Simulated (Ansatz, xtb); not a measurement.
Two isomers of CH5AlO

Structure I: `[CH3][AlH][OH]`, a singlet. Structure II: `C[O][AlH2]`, a singlet. Both are isolated molecules in the gas phase, relaxed with PBE0-D3(BJ)/pcseg-1; the shapes shown needn't be the lowest conformers.

I (Å):

```tsv
atom	x (Å)	y (Å)	z (Å)
C	-1.2257	-0.2778	0.1671
Al	0.4275	0.7116	-0.0990
O	1.8922	-0.1322	0.1921
H	0.5014	2.2325	-0.5657
H	-1.0355	-1.2898	0.5466
H	-1.7890	-0.3719	-0.7727
H	2.7697	0.2453	0.0922
H	-1.8905	0.2328	0.8785
```

II (Å):

```xyz
8

C    -0.3191    1.8806    0.0253
Al   -0.3089    1.2374   -2.7670
O    -0.0976    1.0590   -1.0847
H     0.6222    2.0370    0.5701
H    -1.0283    1.3991    0.7126
H    -0.7243    2.8675   -0.2501
H     0.0930   -0.0063   -3.6541
H    -0.8840    2.6139   -3.3175
```

Estimate which is lower in electronic energy at CCSD(T)/def2-TZVP, and by roughly how much.

The CCSD(T)/def2-TZVP calculation puts structure I lower, by 98.3 kJ/mol.

Level by level:

```csv
level,geometry,E(II) − E(I) (kJ/mol),departure from the last row (kJ/mol),"job, with rough time for the two"
GFN2-xTB,GFN2-xTB,−15.2,−113.5,"optimisation, 2 s"
HF/STO-3G,GFN2-xTB,+27.7,−70.6,"single point, 2.6 s"
r2SCAN-D4/def2-SVP,GFN2-xTB,+86.2,−12.1,"single point, 12 s"
PBE0-D3(BJ)/pcseg-1,PBE0-D3(BJ)/pcseg-1,+93.6,−4.7,"optimisation, 8 min"
HF/def2-TZVP,PBE0-D3(BJ)/pcseg-1,+83.2,−15.1,part of the CCSD(T) run
MP2/def2-TZVP,PBE0-D3(BJ)/pcseg-1,+105.9,+7.6,part of the CCSD(T) run
CCSD(T)/def2-TZVP,PBE0-D3(BJ)/pcseg-1,+98.3,,"single point, 53 s"
```

As drawn, II has 1 C–O, 1 Al–H in place of 1 C–Al, 1 O–H.

GFN2-xTB puts the two in the other order. The largest departure from CCSD(T)/def2-TZVP is that of GFN2-xTB, 113.5 kJ/mol.

With harmonic frequencies from PBE0-D3(BJ)/pcseg-1 (ideal gas, rigid rotor, one conformer each, 298.15 K, 1 atm): on the last row, ΔE + ΔZPE = +97.3 kJ/mol. A mode under 50 cm⁻¹ makes harmonic enthalpies and free energies unreliable, so none is given.

The correlated steps freeze 7 core orbitals. Codes used: Ansatz 0.2.0, xtb 6.7.1; the last row on 1 thread of Intel(R) Xeon(R) Processor @ 2.50GHz (Skylake/Cascade Lake) on a shared host.
